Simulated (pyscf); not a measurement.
A first-order saddle from PySCF, ωB97X-D3(BJ)/def2-SVP:

```xyz
18

Si    -0.8857     0.9945    -0.2405
Si     1.4989     0.7689    -0.2827
Si    -2.1047    -0.6698    -1.3051
Si    -1.8423     1.4496     1.8252
H      3.1176     0.2392    -0.0556
H      1.8931     2.0186     0.4314
H      1.7214     0.5662    -1.7441
H     -1.5342    -0.9538    -2.6572
H     -3.5417    -0.2945    -1.4609
H     -2.0472    -1.9449    -0.5181
H     -3.2842     1.8177     1.7016
H     -1.7515     0.2489     2.7190
H     -1.1187     2.5672     2.5045
C      1.2603    -1.0583     0.9461
H      2.3518    -0.4456     0.4578
H      0.5932    -1.6242     0.2810
H      0.7066    -0.6253     1.7909
H      2.0115    -1.7630     1.3557
```
Charge 0, spin multiplicity 2.

Surface: doublet, charge 0. Lowest wavenumbers (cm⁻¹): 1689i, 18, 58, 62, 79.

Task: What reaction is this the transition state of?

Result: H₃Si–Si•(SiH₃)–SiH₃ (SMILES [SiH3][Si]([SiH3])[SiH3]) + CH₄ (SMILES C) <-> H₃C–SiH₂–Si•(SiH₃)–SiH₃ (SMILES C[SiH2][Si]([SiH3])[SiH3]) + H₂ (SMILES [H][H]), a four-centre exchange read from left to right: H–Si, C–H broken and C–Si, H–H formed. At ωB97M-D3(BJ)/def2-TZVP it lies +3.45 eV from the left side and +3.15 eV from the right (each side as separated species at their lowest minima found). At the saddle there is also a short H–Si contact that neither side keeps. This is the saddle that the search found; another between the same sides may lie lower.
